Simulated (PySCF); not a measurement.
Gas-phase reaction: 4 Si(CH3)4 ⇌ 2 vinylsilane + 3 C4H10 (isobutane) + 2 SiH3

Energies from PySCF, thermal terms from the rigid-rotor harmonic-oscillator model, ideal gas at 1 bar. † marks an energy on the PBE0/def2-TZVP geometry and frequencies. MP2 freezes the core. Open shells (unrestricted): SiH3 (multiplicity 2); the rest are closed-shell singlets. B3LYP is the form with VWN-RPA correlation. MP2 isn't extrapolated to the basis-set limit.

```json
[
 {"level": "B3LYP/def2-TZVP†", "ΔH°(298 K), kJ": "…"},
 {"level": "HF/def2-TZVP†", "ΔH°(298 K), kJ": "815"},
 {"level": "M06-2X/def2-TZVP†", "ΔH°(298 K), kJ": "1033"},
 {"level": "MP2/def2-TZVPP†", "ΔH°(298 K), kJ": "…"},
 {"level": "PBE/def2-TZVP†", "ΔH°(298 K), kJ": "…"},
 {"level": "PBE0/def2-SVP†", "ΔH°(298 K), kJ": "964"}
]
```

Question: Complete the blanks.

Answer: 
- B3LYP/def2-TZVP†, ΔH°(298 K), kJ: 944
- MP2/def2-TZVPP†, ΔH°(298 K), kJ: 1053
- PBE/def2-TZVP†, ΔH°(298 K), kJ: 992
